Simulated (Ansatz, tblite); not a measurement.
# The cluster Cu4Ag+: one state, many levels

An exercise on one series of results from a longer session: the logs are not shown, and one member is left open.

Computed with Ansatz 0.2.0, Gaussian basis. Level: as each input shows.

The runs, in order: GFN1-xTB, GFN2-xTB, PBE-D4/def2-TZVP, r2SCAN-D4/def2-TZVP, revPBE-D4/def2-TZVP, ωB97X-V/def2-TZVP, B3LYP-D4/def2-TZVP, PBE-D4/def2-SVP, PBE0-D4/def2-SVP, CCSD(T)/def2-SVP, MP2/def2-TZVP.

6 further runs of the same task are left out: 6 set aside as unsound or not needed.

**The geometry**

The geometry is that of the singlet, from an earlier relaxation (PBE-D4/def2-SVP). At that level it is the lowest of the isomers that a small search found.

5 atoms, charge 1, spin multiplicity 1.

Bond lengths: Ag1–Cu2 2.619 Å, Ag1–Cu3 2.619 Å, Ag1–Cu5 2.619 Å, Cu2–Cu3 2.350 Å, Cu2–Cu4 2.443 Å, Cu2–Cu5 2.349 Å, Cu3–Cu4 2.443 Å, Cu3–Cu5 2.349 Å, Cu4–Cu5 2.443 Å. Angles: Cu2–Ag1–Cu3 53.3°, Cu2–Ag1–Cu5 53.3°, Cu3–Ag1–Cu5 53.3°, Ag1–Cu2–Cu3 63.3°, Ag1–Cu2–Cu4 115.1°, Ag1–Cu2–Cu5 63.3°, Cu3–Cu2–Cu4 61.3°, Cu3–Cu2–Cu5 60.0°, Cu4–Cu2–Cu5 61.3°, Ag1–Cu3–Cu2 63.3°, Ag1–Cu3–Cu4 115.1°, Ag1–Cu3–Cu5 63.3°, Cu2–Cu3–Cu4 61.3°, Cu2–Cu3–Cu5 60.0°, Cu4–Cu3–Cu5 61.3°, Cu2–Cu4–Cu3 57.5°, Cu2–Cu4–Cu5 57.5°, Cu3–Cu4–Cu5 57.5° and more.

Ag takes a core potential in the def2 sets. No spin-orbit coupling is included. The ion is computed in the gas phase, without counter-ions or solvent.

PBE0-D4/def2-TZVP was run before; its log isn't repeated, and its numbers join the tables.

Set-up of the first run:

Tight binding, by tblite at 300 K electronic temperature and without a spin-polarisation term:

```python
tblite.interface.Calculator('GFN1-xTB', numbers, positions, charge=1, uhf=0).singlepoint()
```

Tight binding, by tblite at 300 K electronic temperature and without a spin-polarisation term:

```python
tblite.interface.Calculator('GFN2-xTB', numbers, positions, charge=1, uhf=0).singlepoint()
```

start.molden holds the orbitals of an earlier run on this state, given as this run's starting guess.

in.yaml reads:

```yaml
crystal:
  periodic: [false, false, false]
  atoms:
    - {symbol: Ag, position_ang: [-1.986170, -0.892364, -0.303632]}
    - {symbol: Cu, position_ang: [-0.340695, 0.439461, 1.237974]}
    - {symbol: Cu, position_ang: [-0.155906, 0.814866, -1.073971]}
    - {symbol: Cu, position_ang: [1.873410, 0.841755, 0.286403]}
    - {symbol: Cu, position_ang: [0.609360, -1.203718, -0.146764]}
basis:
  gaussian: {orbitals: def2-TZVP, initial_orbitals: start.molden}
total_charge: 1
hamiltonian: {xc: pbe, dispersion: d4}
scf: {omitted_lower_state_checks: [starts]}
output: {forces: true, orbitals: {seedname: orbitals}}
```

On the command line:

```bash
$ ansatz run in.yaml --threads 4 --pin off --events-out ev --progress --plain --max-ram 4787MiB
```

Steps of the session up to this table: PBE-D4/def2-TZVP; r2SCAN-D4/def2-TZVP; revPBE-D4/def2-TZVP; ωB97X-V/def2-TZVP; B3LYP-D4/def2-TZVP; PBE-D4/def2-SVP; PBE0-D4/def2-SVP; CCSD(T)/def2-SVP; MP2/def2-TZVP.

One of the session's tables, all rows but one given; the rest of the session is left out.

| level | HOMO (eV) | LUMO (eV) | gap (eV) |
| --- | --- | --- | --- |
| PBE-D4/def2-SVP | -8.92 | -7.93 | 0.99 |
| PBE-D4/def2-TZVP | -9.24 | -8.27 | 0.97 |
| revPBE-D4/def2-TZVP | -9.10 | -8.12 | 0.98 |
| r2SCAN-D4/def2-TZVP | ? | ? | ? |
| B3LYP-D4/def2-TZVP | -9.65 | -7.63 | 2.02 |
| PBE0-D4/def2-SVP | -9.35 | -6.97 | 2.38 |
| PBE0-D4/def2-TZVP | -9.62 | -7.25 | 2.37 |
| ωB97X-V/def2-TZVP | -11.19 | -5.27 | 5.92 |

**Question.** Estimate the row for r2SCAN-D4/def2-TZVP.

As computed: HOMO (eV): -9.17; LUMO (eV): -8.00; gap (eV): 1.17. In the column «HOMO (eV)» it lies between PBE-D4/def2-TZVP (-9.24) and revPBE-D4/def2-TZVP (-9.10).
